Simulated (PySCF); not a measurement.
**N: ionisation energy**

N [He] 2s2 2p3 (4S) → N+ [He] 2s2 2p2 (3P), as a difference of total energies. Calculation: PySCF 2.14, in aug-cc-pVDZ (4s3p2d, 23 functions); no relativity, point nucleus. Correlated levels: valence: 1s2 frozen. The calculations carry no spin-orbit coupling.

```tsv
method	ionisation energy (eV)
UHF	13.930
LDA	15.019
MN15	14.589
MP2 (valence)	14.478
SCS-MP2 (valence)	14.260
CCSD (valence)	14.346
CCSD(T) (valence)	14.357
```

Q: How much does correlation contribute at CCSD(T) (valence)?

A: 14.357 − (13.930) = 0.427 eV, measured against UHF.

Errors of the correlated levels include the incompleteness of this basis and the frozen core.

For comparison: 14.545 eV (measured; NIST levels, between the centres of gravity of the two terms).
